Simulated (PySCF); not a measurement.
vinyl bromide: adiabatic energies of losing or gaining an electron at several levels

Structure: `C=CBr` (C2H3Br).

All levels share the PBE0-D3(BJ)/ma-def2-SVP structures and the PBE0-D3(BJ)/ma-def2-SVP thermal terms; only the single-point energies (PySCF) change. Values are adiabatic energies of losing or gaining an electron (0 K, eV).

Measured (NIST Chemistry WebBook): adiabatic ionisation energy 9.82 eV.

| level | ionisation energy to the radical cation | time |
| --- | --- | --- |
| BLYP-D3(BJ)/ma-def2-TZVP | 9.33 | 60 s |
| BHandHLYP/ma-def2-TZVP | 9.48 | 36 s |
| PBE0-D3(BJ)/cc-pVDZ | 9.48 | 15 s |
| PBE0-D3(BJ)/def2-SVP | 9.52 | 13 s |
| PBE0-D3(BJ)/def2-TZVPD | 9.53 | 39 s |
| PBE0-D3(BJ)/ma-def2-TZVP | 9.53 | – |
| B3LYP-D3(BJ)/ma-def2-TZVP | 9.56 | 52 s |
| PBE0-D3(BJ)/def2-SVPD | 9.57 | 21 s |
| PBE0-D3(BJ)/6-31G | 9.59 | 13 s |
| CAM-B3LYP-D3(BJ)/ma-def2-TZVP | 9.64 | 38 s |
| PBE0-D3(BJ)/pcseg-1 | 9.64 | 14 s |
| ωB97M-D3(BJ)/ma-def2-TZVP (grid 3) | 9.68 | 79 s |

Times are wall times for all single points of a level on 1 thread of Intel Xeon Platinum 8259CL @ 2.50GHz, a shared host; the dash marks the run that also made the structures. BLYP ran on a slower path of this set-up, which computes the density-fitting integrals anew in every SCF cycle while the other levels store them. So the times needn't show the usual order of cost, and those levels read slower than they are.

The spread: 0.35 eV, from 9.33 to 9.68.

Note: spin-orbit coupling is left out of the energies, which matters for open shells on the heavier atoms; atoms from Ga to Kr are treated without relativity.
